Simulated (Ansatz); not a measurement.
Input for Ansatz (development build ahead of 0.2.0):

```yaml
crystal:
  periodic: [false, false, false]
  atoms:
    - { symbol: B, position_ang: [0.1957, -0.7762, -0.4442] }
    - { symbol: "N", position_ang: [-0.1538, 0.6101, 0.3491] }
    - { symbol: H, position_ang: [0.4412, -0.4402, -1.5959] }
    - { symbol: H, position_ang: [1.1645, -1.2491, 0.1367] }
    - { symbol: H, position_ang: [-0.8092, -1.4694, -0.3482] }
    - { symbol: H, position_ang: [-0.3744, 0.4292, 1.3289] }
    - { symbol: H, position_ang: [0.6335, 1.2588, 0.3233] }
    - { symbol: H, position_ang: [-0.9575, 1.0813, -0.0676] }
basis:
  gaussian: { orbitals: def2-SVP }
total_charge: 1
magnetization:
  spin_polarized: true
  initial_magnetization: 1
hamiltonian:
  xc: hf
correlation:
  method: mp2
  frozen_orbitals: { B: 1, H: 0, "N": 1 }
output:
  forces: true
```

The input is written out in the form of the current development build from the run's settings.

Results

```yaml
Converged: yes
Reference_energy: -82.20008 hartree
Correlation_energy: -0.27250 hartree
Total_energy: -82.47258 hartree
Spin_squared_of_the_determinant: 0.764
Stability_test: minimum
```

Forces (eV/Å):
| atom | Fx | Fy | Fz |
| --- | --- | --- | --- |
| B1 | -4.948 | 3.682 | -1.929 |
| N2 | 0.907 | -1.218 | -0.091 |
| H3 | 1.538 | -0.385 | 0.362 |
| H4 | 2.063 | -1.770 | 0.610 |
| H5 | 0.894 | -0.917 | 1.005 |
| H6 | -0.228 | 0.110 | 0.296 |
| H7 | 0.097 | 0.378 | -0.028 |
| H8 | -0.323 | 0.120 | -0.225 |

Caution: MP2 on this radical cation hangs on the determinant chosen; the determinant breaks the point group.
